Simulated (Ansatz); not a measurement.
For fcc Cu, LDA in Ansatz (plane waves, PAW) gives:

```
Property                   Value
------------------  ------------
lattice constant a       3.518 Å
bulk modulus B0          189 GPa
cohesive energy     4.56 eV/atom
```

Problem. What does r²SCANh (Ansatz, a quantum-chemistry and plane-wave program, PAW) give for the same quantities?

Solution. 
- lattice constant a: 3.583 Å (grows by 1.8 %)
- bulk modulus: 154 GPa (decreases by 19 %)
- cohesive energy: 3.63 eV/atom (decreases by 0.93 eV/atom)

For comparison: lattice constant a 3.595 Å (measured, low-temperature or extrapolated to 0 K; zero-point anharmonic expansion removed; as tabulated in Csonka et al. (2009), arXiv:0903.4037); bulk modulus 144 GPa (measured, 0 K value with the zero-point phonon effect removed, our sources range from 140 to 145; as tabulated in Mejia-Rodriguez and Trickey (2018), arXiv:1807.09216); cohesive energy 3.52 eV/atom (measured, zero-point vibration energy added; as tabulated in Harl et al. (2010), doi:10.1103/physrevb.81.115126).

Changes are worked out from the printed values.

Unless a cell is named, each level is at its own relaxed cell (LDA 10.89, r²SCANh 11.50 Å³/atom).

Ansatz's density-functional and Hartree–Fock values are scalar-relativistic unless marked +SOC, with PAW data made under PBE.
